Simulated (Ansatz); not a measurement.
## Which is lower?

The two ends of one reaction step of AlH5S, closed shell (PBE0-D4/def2-TZVP).

A:

Al1  (-0.511, 0.371, -0.429)
S2  (1.582, 0.428, -1.076)
H3  (-1.498, -0.473, -1.327)
H4  (-0.969, 1.289, 0.774)
H5  (0.054, -1.509, 0.915)
H6  (-0.614, -1.371, 1.236)
H7  (1.956, 1.265, -0.093)
(Å)

B:

Al1  (-1.086, 0.072, 0.087)
S2  (1.349, 0.260, -0.595)
H3  (-1.576, -0.585, -1.282)
H4  (-1.299, 1.636, 0.317)
H5  (1.664, -1.044, -0.510)
H6  (-0.910, -0.869, 1.364)
H7  (1.858, 0.530, 0.619)
(Å)

Ansatz 0.2.0; basis: def2-TZVPP; cores frozen in the correlated methods. B3LYP uses VWN-RPA correlation.

Problem. Which structure is lower at CCSD(T), and by how much? (Judge from chemistry; the value comes from the calculation.)

Solution. By the calculation: A, by 49.8 kJ/mol (electronic energy, against the other). By their contacts, A is a complex of AlH₃S ([AlH2][SH]) + H₂ and B is AlH₅S ([AlH3][SH2]).

All methods give the same order:

| method | E(B) − E(A) (kJ/mol) |
| --- | --- |
| SPW92 | 40.7 |
| PBE-D4 | 50.2 |
| BLYP-D4 | 51.6 |
| r2SCAN-D4 | 52.2 |
| B97M-V | 39.7 |
| PBE0-D4 | 48.5 |
| B3LYP-D4 | 49.8 |
| r2SCAN0-D4 | 50.9 |
| BHLYP-D4 | 47.5 |
| CAM-B3LYP-D4 | 46.0 |
| wB97X-V | 47.1 |
| wB97M-V | 50.9 |
| B2PLYP | 52.3 |
| PBE-QIDH | 50.7 |
| RPA on PBE | 45.1 |
| HF | 45.9 |
| MP2 | 57.2 |
| CCSD | 48.0 |
| CCSD(T) | 49.8 |

No T1 diagnostic of these runs exceeds 0.010.

Labels in which every atom is bracketed show which atoms are joined, not bond orders.

For scale, one of the runs: CCSD(T)/def2-TZVPP, 154 basis functions, launched by `ansatz run in.yaml --threads 2 --pin off --events-out ev --progress --plain --max-ram 4352MiB`. The run took 8.5 s on 2 CPU threads of an Arm Neoverse V2 (shared host), with 0.91 GiB of host memory at its peak.
